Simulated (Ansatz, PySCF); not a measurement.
This PySCF input computes a SVWN5/def2-TZVPD energy:

```python
from pyscf import gto, scf, dft

mol = gto.M(
    atom='''
    O     0.89541029   -0.76995511   -0.01968689
    C    -0.45895806   -0.20397243    0.20135540
    O    -0.57728033    1.03717373   -0.06337258
    H     1.37621960    0.03121290   -0.27699242
    H    -1.16751096   -0.94512725   -0.26666413
    ''',
    basis='def2-tzvpd',
    charge=-1,
    spin=1,
    verbose=4,
)

mf = dft.UKS(mol, xc='svwn').density_fit(auxbasis='def2-universal-jkfit')
mf.grids.level = 3
mf.conv_tol = 1e-9
mf.max_cycle = 100
mf.max_memory = 1500
mf.kernel()
if not mf.converged:
    mf = mf.newton()
    mf.kernel(mf.make_rdm1())
for _ in range(2):
    mo, _, stable, _ = mf.stability(return_status=True)
    if stable:
        break
    mf.kernel(mf.make_rdm1(mo, mf.mo_occ))
mf.analyze()
```

Question: Write an input for the same energy in Ansatz (a program for electronic structure) and say what it gives.

Answer: 
Ansatz 0.2 input:
```yaml
crystal:
  periodic: [false, false, false]
  atoms:
    - {symbol: O, position_ang: [0.89541029, -0.76995511, -0.01968689]}
    - {symbol: C, position_ang: [-0.45895806, -0.20397243, 0.20135540]}
    - {symbol: O, position_ang: [-0.57728033, 1.03717373, -0.06337258]}
    - {symbol: H, position_ang: [1.37621960, 0.03121290, -0.27699242]}
    - {symbol: H, position_ang: [-1.16751096, -0.94512725, -0.26666413]}
basis:
  gaussian:
    orbitals: def2-TZVPD
hamiltonian:
  xc: {name: SVWN5}
total_charge: -1
magnetization: {spin_polarized: true, initial_magnetization: 1}
output: {forces: true}
```
It gives -188.38570 Eh, and PySCF -188.38577 Eh, a difference of 0.07 mEh, from the treatment of integrals and grids.
